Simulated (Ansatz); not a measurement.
# BSiC (quartet): from Hartree-Fock to the top rungs, cc-pVDZ

One table from this session's results is given with a row withheld; the runs are named, their logs left out.

Computed with Ansatz 0.2.0, Gaussian basis. Level: cc-pVDZ, core rule «outside noble gas», up to 7 orbitals frozen.

The runs, in order: UHF; CCSD(T) on ROHF; CCSD(T) on UHF; BCCD(T) on ROHF; CISD; CCSDT(Q) on ROHF; CCSDT(Q) on UHF.

22 further runs of the same task are left out: 10 that didn't finish, 12 set aside as unsound or not needed.

## The system

The geometry is a PBE0/def2-TZVP stationary point (not a proven minimum) of the parent state, kept for this charge and spin.

3 atoms, charge 0, spin multiplicity 4.

Atoms are counted from 1 here; the program's logs count them from 0.

Bond lengths: B1–C2 1.370 Å, C2–Si3 1.676 Å. Angles: B1–C2–Si3 180.0°.

The first run:

in.yaml reads:

```yaml
crystal:
  periodic: [false, false, false]
  atoms:
    - {symbol: B, position_ang: [0.000000, 0.000000, -1.472133]}
    - {symbol: C, position_ang: [0.000000, 0.000000, -0.102133]}
    - {symbol: Si, position_ang: [0.000000, 0.000000, 1.574267]}
basis:
  gaussian: {orbitals: cc-pVDZ}
magnetization: {spin_polarized: true, initial_magnetization: 3}
hamiltonian: {xc: hf}
output: {orbitals: {seedname: orbitals}}
```

On the command line:

```console
$ ansatz run in.yaml --threads 1 --pin off --events-out ev --progress --plain --max-ram 2393MiB
```

Steps of the session up to this table: UHF; CCSD(T) on ROHF; CCSD(T) on UHF; BCCD(T) on ROHF; CISD; CCSDT(Q) on ROHF; CCSDT(Q) on UHF.

One of the session's tables, all rows but one given; the rest of the session is left out.

```
   method  from RCCSDT(Q) (meV)
     ROHF               +7079.3
      UHF               +6914.3
     RMP2               +1413.2
     UMP2               +1424.2
     CISD                     ?
    RCCSD                +492.1
    UCCSD                +488.0
 RCCSD(T)                +186.9
 UCCSD(T)                +188.5
  BCCD(T)                +185.9
   RCCSDT                 +73.2
   UCCSDT                 +75.8
RCCSDT(Q)                     0
UCCSDT(Q)                  +3.0
```

Estimate the missing values for CISD.

**Answer.** from RCCSDT(Q) (meV): +1051.7. In the column «from RCCSDT(Q) (meV)» it lies between RCCSD (+492.1) and RMP2 (+1413.2).

To keep in mind: Restricted and unrestricted rows rest on different reference determinants; where their highest levels disagree by more than a few hundredths of an eV, they describe different states and don't form one ladder.
